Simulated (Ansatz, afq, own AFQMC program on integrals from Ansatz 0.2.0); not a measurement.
AlBH2, triplet: AFQMC among the cluster methods

```xyz
4

B     0.0000    0.0000    1.0513
Al    0.0000    0.0000   -0.8575
H     0.0000    0.0000    2.2344
H     0.0000    0.0000   -2.4283
```

Connectivity, by distances: BH–AlH.

Basis cc-pVDZ. Only valence electrons are correlated. Integrals, coupled cluster, full CI and functionals: Ansatz 0.2.0; the random walks run on the same integrals in our own AFQMC program. ph-AFQMC/CISD is guided by a CISD state made of CCSD amplitudes; releasing the constraint for a short imaginary time cuts its bias at the price of noise, slowly where states lie close. Error bars are statistical, one sigma.

Determinant: UHF, the one that the program's search chose, which needn't be the lowest solution. The geometry is a point of a scan.

No full CI on the walks' own integrals is used here; CCSDT(Q) serves as the reference and is uncertain by about the last step of the cluster series.

Cautions: lower spins were not checked.

- T1 diagnostic: 0.0174
- weight of the determinant in the CISD state: 0.897
- ⟨S²⟩ of the determinant: 2.014
- size of the correlated space: 8 electrons in 36 orbitals

```
  level  correlation energy (eV)
    MP2                  -3.2107
   CCSD                  -4.0355
CCSD(T)                  -4.1654
```

Task: Estimate where phaseless AFQMC with the Hartree–Fock trial lies against CCSD(T) on the same integrals.

Result: 0.60 ± 0.89 kcal/mol above CCSD(T). The gap is under twice the noise, so this walk alone can't tell the two apart.

Reference: CCSDT(Q), correlation energy -4.209 eV. The released energy is read at 2.40 1/Eh (meV from the phaseless value at times in 1/Eh: -12 ± 11 at 0.24, -14 ± 8 at 0.51, -15 ± 8 at 0.99, -25 ± 8 at 1.62, -27 ± 10 at 2.40).

```json
{"level": "CCSD(T)", "E − E(reference) (kcal/mol)": "1.01", "share of correlation (%)": "98.96"}
{"level": "CCSDT", "E − E(reference) (kcal/mol)": "0.19", "share of correlation (%)": "99.81"}
{"level": "ph-AFQMC/HF", "E − E(reference) (kcal/mol)": "1.62 ± 0.89", "share of correlation (%)": "98.33"}
{"level": "ph-AFQMC/CISD", "E − E(reference) (kcal/mol)": "0.33 ± 0.20", "share of correlation (%)": "99.66"}
{"level": "released AFQMC", "E − E(reference) (kcal/mol)": "-0.29 ± 0.22", "share of correlation (%)": "100.30"}
```

A walk keeps the symmetry of its determinant, which the program's search chose and which needn't be the lowest solution, so a lower state of the same spin and another symmetry isn't excluded. Released energies are given only where the last usable release times agree within the noise; a slower fall can still hide under it.
